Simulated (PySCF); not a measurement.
## How exact exchange moves a shielding

Molecule: s-BuOMe (CC[C@H](C)OC, C$_{5}$H$_{12}$O).

Molfile (atoms numbered from 1):
```
C5H12O
     RDKit          3D

 18 17  0  0  0  0  0  0  0  0999 V2000
   -2.0001   -0.6727    0.8222 C   0  0  0  0  0  0  0  0  0  0  0  0
   -1.3829    0.0482   -0.3633 C   0  0  0  0  0  0  0  0  0  0  0  0
    0.0894    0.3781   -0.1687 C   0  0  2  0  0  0  0  0  0  0  0  0
    0.6639    1.1545   -1.3446 C   0  0  0  0  0  0  0  0  0  0  0  0
    0.7637   -0.8441    0.0298 O   0  0  0  0  0  0  0  0  0  0  0  0
    2.0130   -0.7455    0.6346 C   0  0  0  0  0  0  0  0  0  0  0  0
   -3.0561   -0.9212    0.6380 H   0  0  0  0  0  0  0  0  0  0  0  0
   -1.9565   -0.0539    1.7333 H   0  0  0  0  0  0  0  0  0  0  0  0
   -1.4557   -1.6058    1.0253 H   0  0  0  0  0  0  0  0  0  0  0  0
   -1.9239    0.9860   -0.5726 H   0  0  0  0  0  0  0  0  0  0  0  0
   -1.4703   -0.5737   -1.2712 H   0  0  0  0  0  0  0  0  0  0  0  0
    0.1911    0.9944    0.7522 H   0  0  0  0  0  0  0  0  0  0  0  0
    0.5679    0.5644   -2.2692 H   0  0  0  0  0  0  0  0  0  0  0  0
    0.1291    2.1063   -1.4812 H   0  0  0  0  0  0  0  0  0  0  0  0
    1.7283    1.3912   -1.1987 H   0  0  0  0  0  0  0  0  0  0  0  0
    2.3892   -1.7663    0.7932 H   0  0  0  0  0  0  0  0  0  0  0  0
    1.9568   -0.2375    1.6184 H   0  0  0  0  0  0  0  0  0  0  0  0
    2.7532   -0.2024    0.0159 H   0  0  0  0  0  0  0  0  0  0  0  0
  1  2  1  0
  2  3  1  0
  3  4  1  0
  3  5  1  0
  5  6  1  0
  1  7  1  0
  1  8  1  0
  1  9  1  0
  2 10  1  0
  2 11  1  0
  3 12  1  1
  4 13  1  0
  4 14  1  0
  4 15  1  0
  6 16  1  0
  6 17  1  0
  6 18  1  0
M  END
```

GIAO shieldings (ppm, equivalent atoms averaged) in PySCF on the PBE0-D3(BJ)/def2-SVP geometry, basis pcSseg-1, gas phase, non-relativistic:

| functional | exact exchange (%) | σ(C3) | σ(C6) | σ(O5) |
| --- | --- | --- | --- | --- |
| BLYP | 0 | 90.9 | 115.9 | 272.8 |
| BP86 | 0 | 96.9 | 120.7 | 280.2 |
| PBE | 0 | 97.3 | 121.4 | 278.9 |
| B3LYP | 20 | 98.2 | 121.5 | 286.7 |
| mPW1PW91 | 25 | 105.1 | 126.9 | 294.6 |
| BHandHLYP | 50 | 107.3 | 128.6 | 302.8 |
| HF | 100 | 122.0 | 139.6 | 325.8 |

Q: Fit each shielding as a line in the percentage of exact exchange.

A: σ(C3) = 95.1 + 0.27 x (rms 2.5 ppm); σ(C6) = 119.3 + 0.20 x (rms 2.0 ppm); σ(O5) = 278.1 + 0.49 x (rms 2.8 ppm). The functionals also differ in their semilocal parts, which the line can't hold; Hartree–Fock has no correlation at all.

Q: What does the line predict for PBE0 (25 %), and what does the run give?

A: σ(C3): 101.8 predicted, 105.7 computed; σ(C6): 124.3 predicted, 127.8 computed; σ(O5): 290.4 predicted, 294.9 computed ppm.
